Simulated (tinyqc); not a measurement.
Worked calculation (part 2 of 2): UHF in the sto-6g basis, for OH+, spin multiplicity 3. Computed by tinyqc, a small Python program that keeps every step (integrals from PySCF). Command: `OMP_NUM_THREADS=1 python tinyqc.py 25798 25799 out.jsonl` (the two numbers bound the seeds that draw the settings). One thread of a shared host (Intel(R) Xeon(R) Processor @ 2.60GHz), about 0.2 s of CPU time with the checks.

Geometry (angstrom):
```
atom         x         y         z
O     0.000000  0.000000  0.000000
H     0.000000  0.000000  1.668000
```

## Iteration 2: diagonalisation and new density

extrapolated F(alpha) (hartree), order 1O 1s, 1O 2s, 1O 2px, 1O 2py, 1O 2pz, 2H 1s:
```
[[-21.440379, -5.164258, 0.000000, 0.000000, -0.005901, -0.243437],
 [-5.164258, -2.926771, 0.000000, 0.000000, -0.047915, -0.361737],
 [0.000000, 0.000000, -0.973769, 0.000000, 0.000000, 0.000000],
 [0.000000, 0.000000, 0.000000, -0.973769, 0.000000, 0.000000],
 [-0.005901, -0.047915, 0.000000, 0.000000, -0.903524, -0.285207],
 [-0.243437, -0.361737, 0.000000, 0.000000, -0.285207, -0.505556]]
```

extrapolated F(beta) (hartree), order 1O 1s, 1O 2s, 1O 2px, 1O 2py, 1O 2pz, 2H 1s:
```
[[-20.913239, -5.027990, 0.000000, 0.000000, -0.006070, -0.235625],
 [-5.027990, -2.519551, 0.000000, 0.000000, -0.044049, -0.326119],
 [0.000000, 0.000000, -0.166293, 0.000000, 0.000000, 0.000000],
 [0.000000, 0.000000, 0.000000, -0.166293, 0.000000, 0.000000],
 [-0.006070, -0.044049, 0.000000, 0.000000, -0.732027, -0.276751],
 [-0.235625, -0.326119, 0.000000, 0.000000, -0.276751, -0.477578]]
```

X, order 1O 1s, 1O 2s, 1O 2px, 1O 2py, 1O 2pz, 2H 1s:
```
[[1.021010, -0.120734, 0.000000, 0.000000, -0.001107, 0.008231],
 [-0.120734, 1.029968, 0.000000, 0.000000, 0.008942, -0.078563],
 [0.000000, 0.000000, 1.000000, 0.000000, 0.000000, 0.000000],
 [0.000000, 0.000000, 0.000000, 1.000000, 0.000000, 0.000000],
 [-0.001107, 0.008942, 0.000000, 0.000000, 1.008773, -0.077405],
 [0.008231, -0.078563, 0.000000, 0.000000, -0.077405, 1.017573]]
```

Diagonalise F' = X^T F X, C = X C', fill 5 alpha and 3 beta electrons from the bottom; D(s) = C_occ C_occ^T. Each column has its largest component positive (the first on a tie).

F' = X^T F X (alpha) (hartree):
```
[[-21.123612, -2.485510, 0.000000, 0.000000, -0.005924, -0.000627],
 [-2.485510, -2.082711, 0.000000, 0.000000, -0.029055, -0.145415],
 [0.000000, 0.000000, -0.973769, 0.000000, 0.000000, 0.000000],
 [0.000000, 0.000000, 0.000000, -0.973769, 0.000000, 0.000000],
 [-0.005924, -0.029055, 0.000000, 0.000000, -0.878486, -0.183962],
 [-0.000627, -0.145415, 0.000000, 0.000000, -0.183962, -0.443619]]
```

orbital energies (alpha) (hartree): [-21.442733, -1.781751, -0.973769, -0.973769, -0.939093, -0.364850]

coefficients C (alpha), order 1O 1s, 1O 2s, 1O 2px, 1O 2py, 1O 2pz, 2H 1s:
```
[[0.997328, -0.247017, 0.000000, 0.000000, 0.023034, 0.029910],
 [0.011343, 1.020136, 0.000000, 0.000000, -0.108996, -0.170224],
 [0.000000, 0.000000, 0.812511, 0.582945, 0.000000, 0.000000],
 [0.000000, 0.000000, -0.582945, 0.812511, 0.000000, 0.000000],
 [0.000448, 0.054662, 0.000000, 0.000000, 0.924321, -0.407845],
 [-0.000946, 0.033781, 0.000000, 0.000000, 0.263679, 0.988442]]
```

F' = X^T F X (beta) (hartree):
```
[[-20.601684, -2.455867, 0.000000, 0.000000, -0.006763, 0.000601],
 [-2.455867, -1.682295, 0.000000, 0.000000, -0.023248, -0.142397],
 [0.000000, 0.000000, -0.166293, 0.000000, 0.000000, 0.000000],
 [0.000000, 0.000000, 0.000000, -0.166293, 0.000000, 0.000000],
 [-0.006763, -0.023248, 0.000000, 0.000000, -0.705067, -0.190878],
 [0.000601, -0.142397, 0.000000, 0.000000, -0.190878, -0.418098]]
```

orbital energies (beta) (hartree): [-20.915295, -1.393014, -0.789047, -0.309789, -0.166293, -0.166293]

coefficients C (beta), order 1O 1s, 1O 2s, 1O 2px, 1O 2py, 1O 2pz, 2H 1s:
```
[[0.997498, -0.244221, 0.035237, 0.034903, 0.000000, 0.000000],
 [0.010640, 1.009324, -0.164331, -0.189234, 0.000000, 0.000000],
 [0.000000, 0.000000, 0.000000, 0.000000, 0.998050, 0.062418],
 [0.000000, 0.000000, 0.000000, 0.000000, -0.062418, 0.998050],
 [0.000459, 0.072821, 0.875830, -0.501313, 0.000000, 0.000000],
 [-0.000954, 0.076676, 0.360337, 0.954968, 0.000000, 0.000000]]
```

D(alpha) after iteration 2, order 1O 1s, 1O 2s, 1O 2px, 1O 2py, 1O 2pz, 2H 1s:
```
[[1.056212, -0.243188, 0.000000, 0.000000, 0.008236, -0.003214],
 [-0.243188, 1.052686, 0.000000, 0.000000, -0.044980, 0.005710],
 [0.000000, 0.000000, 1.000000, 0.000000, 0.000000, 0.000000],
 [0.000000, 0.000000, 0.000000, 1.000000, 0.000000, 0.000000],
 [0.008236, -0.044980, 0.000000, 0.000000, 0.857358, 0.245570],
 [-0.003214, 0.005710, 0.000000, 0.000000, 0.245570, 0.070669]]
```

D(beta) after iteration 2, order 1O 1s, 1O 2s, 1O 2px, 1O 2py, 1O 2pz, 2H 1s:
```
[[1.055888, -0.241675, 0.000000, 0.000000, 0.013534, -0.006980],
 [-0.241675, 1.045853, 0.000000, 0.000000, -0.070421, 0.018167],
 [0.000000, 0.000000, 0.000000, 0.000000, 0.000000, 0.000000],
 [0.000000, 0.000000, 0.000000, 0.000000, 0.000000, 0.000000],
 [0.013534, -0.070421, 0.000000, 0.000000, 0.772381, 0.321177],
 [-0.006980, 0.018167, 0.000000, 0.000000, 0.321177, 0.135723]]
```

Within a degenerate level the vectors are fixed only up to a rotation; this is one choice.

## Iteration 14 (converged): orbitals

converged F(alpha) (hartree), order 1O 1s, 1O 2s, 1O 2px, 1O 2py, 1O 2pz, 2H 1s:
```
[[-21.406031, -5.190849, 0.000000, 0.000000, -0.007193, -0.243767],
 [-5.190849, -3.081840, 0.000000, 0.000000, -0.043510, -0.352102],
 [0.000000, 0.000000, -1.166044, 0.000000, 0.000000, 0.000000],
 [0.000000, 0.000000, 0.000000, -1.166044, 0.000000, 0.000000],
 [-0.007193, -0.043510, 0.000000, 0.000000, -1.125652, -0.266303],
 [-0.243767, -0.352102, 0.000000, 0.000000, -0.266303, -0.260022]]
```

converged F(beta) (hartree), order 1O 1s, 1O 2s, 1O 2px, 1O 2py, 1O 2pz, 2H 1s:
```
[[-21.338877, -5.089627, 0.000000, 0.000000, -0.006745, -0.238890],
 [-5.089627, -2.620455, 0.000000, 0.000000, -0.003259, -0.347365],
 [0.000000, 0.000000, -0.210759, 0.000000, 0.000000, 0.000000],
 [0.000000, 0.000000, 0.000000, -0.210759, 0.000000, 0.000000],
 [-0.006745, -0.003259, 0.000000, 0.000000, -0.560367, -0.356229],
 [-0.238890, -0.347365, 0.000000, 0.000000, -0.356229, -0.698177]]
```

As before.

F' = X^T F X (alpha) (hartree):
```
[[-21.083514, -2.498787, 0.000000, 0.000000, -0.007543, 0.000965],
 [-2.498787, -2.240109, 0.000000, 0.000000, -0.028484, -0.142736],
 [0.000000, 0.000000, -1.166044, 0.000000, 0.000000, 0.000000],
 [0.000000, 0.000000, 0.000000, -1.166044, 0.000000, 0.000000],
 [-0.007543, -0.028484, 0.000000, 0.000000, -1.105952, -0.166550],
 [0.000965, -0.142736, 0.000000, 0.000000, -0.166550, -0.196100]]
```

orbital energies (alpha) (hartree): [-21.409264, -1.928042, -1.166044, -1.166044, -1.132150, -0.156220]

coefficients C (alpha), order 1O 1s, 1O 2s, 1O 2px, 1O 2py, 1O 2pz, 2H 1s:
```
[[0.996842, -0.249891, 0.000000, 0.000000, 0.015763, 0.026818],
 [0.013360, 1.025418, 0.000000, 0.000000, -0.070831, -0.158064],
 [0.000000, 0.000000, 0.996273, 0.086260, 0.000000, 0.000000],
 [0.000000, 0.000000, -0.086260, 0.996273, 0.000000, 0.000000],
 [0.000556, 0.053208, 0.000000, 0.000000, 0.979390, -0.248311],
 [-0.001193, 0.005275, 0.000000, 0.000000, 0.097174, 1.018928]]
```

F' = X^T F X (beta) (hartree):
```
[[-21.031684, -2.456652, 0.000000, 0.000000, -0.013068, -0.000950],
 [-2.456652, -1.777319, 0.000000, 0.000000, 0.026608, -0.143889],
 [0.000000, 0.000000, -0.210759, 0.000000, 0.000000, 0.000000],
 [0.000000, 0.000000, 0.000000, -0.210759, 0.000000, 0.000000],
 [-0.013068, 0.026608, 0.000000, 0.000000, -0.518533, -0.272485],
 [-0.000950, -0.143889, 0.000000, 0.000000, -0.272485, -0.629703]]
```

orbital energies (beta) (hartree): [-21.340205, -1.492723, -0.839015, -0.285295, -0.210759, -0.210759]

coefficients C (beta), order 1O 1s, 1O 2s, 1O 2px, 1O 2py, 1O 2pz, 2H 1s:
```
[[0.998015, -0.242219, 0.039180, -0.029452, 0.000000, 0.000000],
 [0.008478, 1.008812, -0.198798, 0.156102, 0.000000, 0.000000],
 [0.000000, 0.000000, 0.000000, 0.000000, 0.998246, 0.059196],
 [0.000000, 0.000000, 0.000000, 0.000000, -0.059196, 0.998246],
 [0.000425, 0.014847, 0.594917, 0.818260, 0.000000, 0.000000],
 [-0.000726, 0.092521, 0.722259, -0.719353, 0.000000, 0.000000]]
```

D(alpha) after iteration 14, order 1O 1s, 1O 2s, 1O 2px, 1O 2py, 1O 2pz, 2H 1s:
```
[[1.056387, -0.244041, 0.000000, 0.000000, 0.002696, -0.000976],
 [-0.244041, 1.056678, 0.000000, 0.000000, -0.014804, -0.001490],
 [0.000000, 0.000000, 1.000000, 0.000000, 0.000000, 0.000000],
 [0.000000, 0.000000, 0.000000, 1.000000, 0.000000, 0.000000],
 [0.002696, -0.014804, 0.000000, 0.000000, 0.962037, 0.095451],
 [-0.000976, -0.001490, 0.000000, 0.000000, 0.095451, 0.009472]]
```

D(beta) after iteration 14, order 1O 1s, 1O 2s, 1O 2px, 1O 2py, 1O 2pz, 2H 1s:
```
[[1.056239, -0.243682, 0.000000, 0.000000, 0.020137, 0.005164],
 [-0.243682, 1.057294, 0.000000, 0.000000, -0.103287, -0.050253],
 [0.000000, 0.000000, 0.000000, 0.000000, 0.000000, 0.000000],
 [0.000000, 0.000000, 0.000000, 0.000000, 0.000000, 0.000000],
 [0.020137, -0.103287, 0.000000, 0.000000, 0.354147, 0.431057],
 [0.005164, -0.050253, 0.000000, 0.000000, 0.431057, 0.530218]]
```

Within a degenerate level the vectors are fixed only up to a rotation; this is one choice.

## Convergence

Stop when the energy changes by less than 1e-08 hartree and every element of the error matrix X^T (F D S - S D F) X (for each spin) is below 3e-05.

Course of the cycle:
```
iteration   E (hartree)     change  largest element of the error matrix
1          -69.95017995          -                             1.87e-01
2          -74.61528939  -4.67e+00                             9.72e-02
3          -74.65008884  -3.48e-02                             5.32e-02
4          -74.65916316  -9.07e-03                             2.40e-02
5          -74.66127914  -2.12e-03                             2.19e-02
6          -74.66894786  -7.67e-03                             1.79e-02
7          -74.66291650   6.03e-03                             4.37e-02
8          -74.66794303  -5.03e-03                             2.27e-02
9          -74.66905349  -1.11e-03                             2.10e-02
10         -74.67352445  -4.47e-03                             8.33e-03
11         -74.67411888  -5.94e-04                             6.41e-04
12         -74.67412233  -3.45e-06                             1.05e-04
13         -74.67412243  -9.96e-08                             1.56e-06
14         -74.67412243  -2.19e-11                             3.69e-07
```

PySCF UHF in the same basis, after a stability check = -74.67412243 hartree

Converged in 14 iterations.

## Populations, bond orders and dipole

overlap S, order 1O 1s, 1O 2s, 1O 2px, 1O 2py, 1O 2pz, 2H 1s:
```
[[1.000000, 0.231145, 0.000000, 0.000000, 0.000000, 0.010710],
 [0.231145, 1.000000, 0.000000, 0.000000, 0.000000, 0.149334],
 [0.000000, 0.000000, 1.000000, 0.000000, 0.000000, 0.000000],
 [0.000000, 0.000000, 0.000000, 1.000000, 0.000000, 0.000000],
 [0.000000, 0.000000, 0.000000, 0.000000, 1.000000, 0.150389],
 [0.010710, 0.149334, 0.000000, 0.000000, 0.150389, 1.000000]]
```

Mulliken: Z minus the diagonal of D S on the atom; Loewdin: the same with S^(1/2) D S^(1/2); Mayer order: 2 sum_s sum (D(s) S)_ij (D(s) S)_ji over the two atoms.

Charges (e):
```
atom  Mulliken   Loewdin  Mulliken spin
1O    0.611189  0.623087       2.564001
2H    0.388811  0.376913      -0.564001
```

Mayer bond orders:
```
pair     order
2-1   0.530728
```

dipole moment about the origin, x y z (debye): [0.000000, 0.000000, 3.362228]

<S^2> of the determinant (pure state: 2) = 2.411529
